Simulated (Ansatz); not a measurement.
Coupled-cluster diagnostics for MgCl2⁺, Ansatz.

Geometry of the doublet (r2SCAN-D4/def2-TZVP):

```tsv
atom	x (Å)	y (Å)	z (Å)
Mg1	1.4805	-0.7353	-0.4546
Cl2	-0.2742	1.2309	0.4417
Cl3	-1.2063	-0.4956	0.0129
```

Correlated methods freeze 11 core orbitals; core or outer-core shells of Mg are correlated, in sets that lack core-valence functions. In the doublet, Cl2 and Cl3 lie 2.01 Å apart (atoms count from 1), so these atoms are partly bonded to each other. Another isomer (doublet) lies 1.49 eV lower at PBE0-D4/def2-TZVP; other spin states weren't run for this one.

**Question.** Estimate the CCSD(T) correlation energy, the shares of MP2 and (T), T1 and the reference's ⟨S²⟩ for: charge 1, doublet, own geometry in def2-TZVPP; and the rough time on 4 threads of Arm Neoverse V2 on a shared host.

**Answer.** 
```csv
state,basis,correlation (eV),MP2 share (%),(T) share (%),T1,⟨S²⟩ (pure),wall time
"charge 1, doublet, own geometry",def2-TZVPP,-16.528,90.4,3.4,0.009,0.75 (0.75),5.5 s
```
Customary marks for T1 are 0.02 (closed shells), 0.045 (open shells) and about 0.05 (3d metals). T1 stays under 0.02 throughout.
